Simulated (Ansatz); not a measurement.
**HO₂+ (triplet): energies up the ladder**

Aim: energies up the ladder, for HO₂+ (triplet), with the cost of each level. Charge +1. Spin multiplicity 3.

Method: the levels named in each step, in Ansatz 0.2.0.

## 1. The starting structure

Bond lengths: O1–O2 1.302 Å, O2–H3 0.984 Å. Angles: O1–O2–H3 108.4°.

As a file:

```xyz
3

O     0.6210   -0.2801    0.0000
O    -0.5429    0.3046   -0.0006
H    -1.2397   -0.3896    0.0096
```

## 2. A rough first relaxation, PBE-D4/def2-SVP

The input, input.yaml:

```yaml
crystal:
  periodic: [false, false, false]
  atoms:
    - { symbol: O, position_ang: [0.62098, -0.28005, 0.0] }
    - { symbol: O, position_ang: [-0.54288, 0.3046, -0.0006] }
    - { symbol: H, position_ang: [-1.23968, -0.38965, 0.00958] }
magnetization:
  spin_polarized: true
  initial_magnetization: 2
total_charge: 1
basis:
  gaussian: { orbitals: def2-SVP }
hamiltonian:
  xc: pbe
  dispersion: d4
relax:
  f_tol: 0.03
  max_steps: 200
```

Launch:

```sh
$ ansatz run input.yaml --threads 2 --pin off --max-ram 5120MiB --backend cpu --events-out ev --progress --plain --runs-dir out
```

The runs that follow: Relaxation, PBE0-D4/def2-TZVPP; Frequencies, PBE0-D4/def2-TZVPP; Single point, PBE-D4/def2-TZVPP; Single point, r2SCAN-D4/def2-TZVPP; Single point, B3LYP-D4/def2-TZVPP; Single point, wB97M-V/def2-TZVPP; Single point, B2PLYP/def2-TZVPP; Single point, LDA/def2-TZVPP; Single point, PBE0-D4/def2-SVP; Single point, PBE-D4/def2-SVP; Single point, CCSD(T)/def2-TZVPP; Single point, CCSD(T)/def2-QZVPP.

**Question.** What will these runs give? Wanted: O1–O2 at PBE0-D4/def2-TZVPP; frequencies at PBE0-D4/def2-TZVPP; energy at CCSD(T)/CBS.

**Answer**, as computed:

| quantity | value |
| --- | --- |
| O1–O2 at PBE0-D4/def2-TZVPP | 1.213 Å |
| frequencies at PBE0-D4/def2-TZVPP | 1091 to 3210 cm⁻¹ |
| energy at CCSD(T)/CBS | -4091.765 eV |

In words: No mode is imaginary, so the geometry is a minimum. These totals serve in differences with atoms or fragments at the same level; alone they don't rank the methods.
